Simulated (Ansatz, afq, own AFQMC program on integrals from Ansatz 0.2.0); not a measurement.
**Atomization energy of O2, singlet**

```tsv
atom	x (Å)	y (Å)	z (Å)
O	0.0000	0.0000	0.0000
O	0.0000	0.0000	1.1930
```

Atoms in their ground-state spins without spin–orbit coupling (mostly on UHF) minus the molecule (RHF), without zero-point energy. The geometry is a stationary point, not shown to be a minimum.

Basis 6-31G. Only valence electrons are correlated. AFQMC by an in-house program on the Cholesky factors that Ansatz 0.2.0 writes for its CCSD(T) run. ph-AFQMC/CISD is guided by a CISD state made of CCSD amplitudes; releasing the constraint for a short imaginary time cuts its bias at the price of noise, slowly where states lie close. Error bars are statistical, one sigma. The errors of all members are added in quadrature.

Full CI is exact in this basis; where marked, its frozen core comes from its own orbitals, which moves totals by up to a few meV.

Errors are counted within 6-31G, not against nature.

Cautions: O₂ (singlet): higher spins were not checked, restricted determinant unstable towards unrestricted (UHF 1.47 eV lower, ⟨S²⟩ 1.01), (Q) is large, 166 meV, so the cluster series hasn't closed, the CCSDT(Q) amplitudes may be one of several solutions (largest double 0.74), the CCSDTQ amplitudes may be one of several solutions (largest double 0.97), the released energies are still falling, so no released level is given (meV from the phaseless value at times in 1/Eh: -14 ± 20 at 0.24, -21 ± 16 at 0.50, -33 ± 14 at 1.00, -49 ± 16 at 1.50), the determinant fills πx and πy unequally, so it mixes two states of the linear molecule, and each level undoes that mixture to a different degree, while full CI gives the lower state, and by Hund's rule a triplet of that filling probably lies lower still, CCSDTQ on the UHF determinant differs (1.16 eV lower), perhaps since the unrestricted series falls towards higher spin, full CI with its own frozen core, its ph-AFQMC/CISD value lies 158 ± 16 meV above full CI.

Reference (full CI): 1.737 eV.

```csv
level,atomization energy (eV),error against FCI (eV)
HF,-2.691,-4.428
MP2,1.836,0.099
CCSD,1.253,-0.484
CCSD(T),1.477,-0.260
CCSDT,1.606,-0.131
CCSDT(Q),1.771,0.034
CCSDTQ,1.725,-0.012
ph-AFQMC/HF,1.598 ± 0.063,-0.139 ± 0.063
ph-AFQMC/CISD,1.578 ± 0.016,-0.158 ± 0.016
```

Correlation beyond CCSD(T) adds 0.260 eV. The perturbative (T) step is worth +0.224 eV. Where a determinant mixes two states, these steps and errors hold in part the undoing of that mixture, and only full CI is sure.

CCSDT and higher add their correlation energy to the determinant of the CCSD(T) run, since their own runs factorise the integrals more tightly (a shift of under 2 meV).
